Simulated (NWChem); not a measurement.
System: diphosphorus (P$_{2}$); SMILES P#P

The following NWChem deck was run.

```
start job
memory heap 200 mb stack 900 mb global 1100 mb
geometry units angstroms noautosym nocenter noautoz
  P      0.000000     0.000000     0.945544
  P      0.000000     0.000000    -0.945544
end
basis spherical
  P library def2-tzvpd
end
dft
  xc xpbe96 cpbe96
  iterations 150
end
property
  response 1 0.0
end
task dft property
```

NWChem printed, in part:

```
             Northwest Computational Chemistry Package (NWChem) 7.3.0
             --------------------------------------------------------

                             Geometry "geometry" -> ""
                             -------------------------

 Output coordinates in angstroms (scale by  1.889725989 to convert to a.u.)

  No.       Tag          Charge          X              Y              Z
 ---- ---------------- ---------- -------------- -------------- --------------
    1 P                   15.0000     0.00000000     0.00000000     0.94554400
    2 P                   15.0000     0.00000000     0.00000000    -0.94554400

 Effective nuclear repulsion energy (a.u.)      62.9610473045

  pbe96 is a nonlocal functional; adding pw91lda local functional.
                              NWChem Property Module
                              ----------------------

                                 NWChem DFT Module
                                 -----------------

 Summary of "ao basis" -> "ao basis" (spherical)
 ------------------------------------------------------------------------------
       Tag                 Description            Shells   Functions and Types
 ---------------- ------------------------------  ------  ---------------------
 P                         def2-tzvpd               15       43   6s5p3d1f

            General Information
            -------------------
          SCF calculation type: DFT
          Wavefunction type:  closed shell.
          No. of atoms     :     2
          No. of electrons :    30
           Alpha electrons :    15
            Beta electrons :    15
          Charge           :     0
          Spin multiplicity:     1
          Use of symmetry is: off; symmetry adaption is: off
          Maximum number of iterations: 150
          AO basis - number of functions:    86
                     number of shells:    30
          Convergence on energy requested:  1.00D-06
          Convergence on density requested:  1.00D-05
          Convergence on gradient requested:  5.00D-04

              XC Information
              --------------
          PerdewBurkeErnzerhof Exchange Functional  1.000
            Perdew 1991 LDA Correlation Functional  1.000 local
           PerdewBurkeErnz. Correlation Functional  1.000 non-local

             Grid Information
             ----------------
          Grid used for XC integration:  medium
          Radial quadrature: Mura-Knowles
          Angular quadrature: Lebedev.
          Tag              B.-S. Rad. Rad. Pts. Rad. Cut. Ang. Pts.
          ---              ---------- --------- --------- ---------
          P                   1.00       88          10.0       590
          Grid pruning is: on
          Number of quadrature shells:   176
          Spatial weights used:  Erf1

      Superposition of Atomic Density Guess
      -------------------------------------

 Sum of atomic energies:        -681.30227885

      Non-variational initial energy
      ------------------------------

 Total energy =    -681.544978
 1-e energy   =   -1068.036174
 2-e energy   =     323.530149
 HOMO         =      -0.291996
 LUMO         =      -0.066664

   convergence    iter        energy       DeltaE   RMS-Dens  Diis-err
 ---------------- ----- ----------------- --------- --------- ---------
 d= 0,ls=0.0,diis     1   -682.3804302676 -7.45D+02  4.60D-03  8.10D-01
 d= 0,ls=0.0,diis     2   -682.3989821844 -1.86D-02  2.42D-03  9.00D-03
 d= 0,ls=0.0,diis     3   -682.3996054959 -6.23D-04  9.27D-04  7.99D-03
 d= 0,ls=0.0,diis     4   -682.4007848792 -1.18D-03  1.43D-04  1.85D-04
 d= 0,ls=0.0,diis     5   -682.4008114529 -2.66D-05  2.93D-05  1.79D-05
  Resetting Diis
 d= 0,ls=0.0,diis     6   -682.4008140435 -2.59D-06  2.31D-06  9.94D-09
 d= 0,ls=0.0,diis     7   -682.4008140288  1.46D-08  1.05D-05  8.55D-08
 d= 0,ls=0.0,diis     8   -682.4008136847  3.44D-07  8.66D-06  1.91D-06

         Total DFT energy =     -682.400813684681
      One electron energy =    -1069.353073666560
           Coulomb energy =      370.100628215009
    Exchange-Corr. energy =      -46.109415537609
 Nuclear repulsion energy =       62.961047304479

 Numeric. integr. density =       30.000000200334

                       DFT Final Molecular Orbital Analysis
                       ------------------------------------

 Vector   13  Occ=2.000000D+00  E=-2.640060D-01
              MO Center=  1.7D-08, -8.4D-08,  5.3D-08, r^2= 3.1D+00
   Bfn.  Coefficient  Atom+Function         Bfn.  Coefficient  Atom+Function
  ----- ------------  ---------------      ----- ------------  ---------------
    18      0.359023  1 P  pz                61     -0.359023  2 P  pz
     5      0.202180  1 P  s                 48      0.202180  2 P  s
    21      0.172807  1 P  pz                64     -0.172807  2 P  pz
    15      0.171450  1 P  pz                58     -0.171450  2 P  pz
     9     -0.149445  1 P  pz                52      0.149445  2 P  pz

 Vector   14  Occ=2.000000D+00  E=-2.613076D-01
              MO Center= -5.3D-08,  4.5D-08, -6.0D-08, r^2= 2.3D+00
   Bfn.  Coefficient  Atom+Function         Bfn.  Coefficient  Atom+Function
  ----- ------------  ---------------      ----- ------------  ---------------
    16      0.255693  1 P  px                59      0.255693  2 P  px
    17     -0.236773  1 P  py                60     -0.236773  2 P  py
    19      0.146637  1 P  px                62      0.146637  2 P  px
    20     -0.135786  1 P  py                63     -0.135786  2 P  py
    13      0.108929  1 P  px                56      0.108929  2 P  px

 Vector   15  Occ=2.000000D+00  E=-2.613076D-01
              MO Center=  2.7D-08,  3.0D-08, -6.2D-08, r^2= 2.3D+00
   Bfn.  Coefficient  Atom+Function         Bfn.  Coefficient  Atom+Function
  ----- ------------  ---------------      ----- ------------  ---------------
    17      0.255693  1 P  py                60      0.255693  2 P  py
    16      0.236773  1 P  px                59      0.236773  2 P  px
    20      0.146637  1 P  py                63      0.146637  2 P  py
    19      0.135786  1 P  px                62      0.135786  2 P  px
    14      0.108929  1 P  py                57      0.108929  2 P  py

 Vector   16  Occ=0.000000D+00  E=-1.246911D-01
              MO Center= -4.8D-09, -1.6D-09,  4.3D-08, r^2= 3.4D+00
   Bfn.  Coefficient  Atom+Function         Bfn.  Coefficient  Atom+Function
  ----- ------------  ---------------      ----- ------------  ---------------
    16      0.288748  1 P  px                59     -0.288748  2 P  px
    17     -0.275328  1 P  py                60      0.275328  2 P  py
    19      0.232750  1 P  px                62     -0.232750  2 P  px
    20     -0.221933  1 P  py                63      0.221933  2 P  py
    13      0.115778  1 P  px                56     -0.115778  2 P  px

 Vector   17  Occ=0.000000D+00  E=-1.246911D-01
              MO Center= -1.0D-08, -1.0D-08,  5.5D-08, r^2= 3.4D+00
   Bfn.  Coefficient  Atom+Function         Bfn.  Coefficient  Atom+Function
  ----- ------------  ---------------      ----- ------------  ---------------
    17      0.288748  1 P  py                60     -0.288748  2 P  py
    16      0.275328  1 P  px                59     -0.275328  2 P  px
    20      0.232750  1 P  py                63     -0.232750  2 P  py
    19      0.221933  1 P  px                62     -0.221933  2 P  px
    14      0.115778  1 P  py                57     -0.115778  2 P  py

 Vector   18  Occ=0.000000D+00  E= 9.615738D-03
              MO Center= -5.3D-08, -5.8D-08,  5.6D-07, r^2= 9.9D+00
   Bfn.  Coefficient  Atom+Function         Bfn.  Coefficient  Atom+Function
  ----- ------------  ---------------      ----- ------------  ---------------
     6      2.643952  1 P  s                 49     -2.643951  2 P  s
    21     -1.119467  1 P  pz                64     -1.119467  2 P  pz
     5      0.661613  1 P  s                 48     -0.661614  2 P  s
    34      0.444984  1 P  d  0              77     -0.444984  2 P  d  0
     4     -0.392455  1 P  s                 47      0.392454  2 P  s

     Multipole analysis of the density
     ---------------------------------

     L   x y z        total         alpha         beta         nuclear
     -   - - -        -----         -----         ----         -------
     0   0 0 0     -0.000000    -15.000000    -15.000000     30.000000

     1   1 0 0      0.000000      0.000000      0.000000      0.000000
     1   0 1 0      0.000000      0.000000      0.000000      0.000000
     1   0 0 1      0.000001      0.000000      0.000000      0.000000

     2   2 0 0    -19.234975     -9.617487     -9.617487      0.000000
     2   1 1 0      0.000000      0.000000      0.000000      0.000000
     2   1 0 1     -0.000000     -0.000000     -0.000000      0.000000
     2   0 2 0    -19.234975     -9.617487     -9.617487      0.000000
     2   0 1 1     -0.000000     -0.000000     -0.000000      0.000000
     2   0 0 2    -18.829846    -57.305759    -57.305759     95.781672

 *** CALLING NEW AORESP DRIVER FOR CLOSED AND OPEN SHELLS ***
 Entering AOResponse driver routine

--------------------------------------------------------------------------------

[...]

 DFT Linear Response polarizability / au
 Frequency  =       0.0000000 / au
              X              Y              Z
 -----------------------------------------------
 X      39.4969138     -0.0000002      0.0000005
 Y      -0.0000002     39.4969138      0.0000006
 Z       0.0000005      0.0000006     69.2412937
 -----------------------------------------------
 Eigenvalues =      39.4969140     39.4969137     69.2412937
 Isotropic   =      49.4117071
 Anisotropic =      29.7443799
 -----------------------------------------------

 Magnetic Dipole Response Matrix (nonzero elements):

 Exiting AOResponse driver routine
```

Level: PBE/def2-TZVPD. Structure relaxed at the PBE0/def2-SVP level.
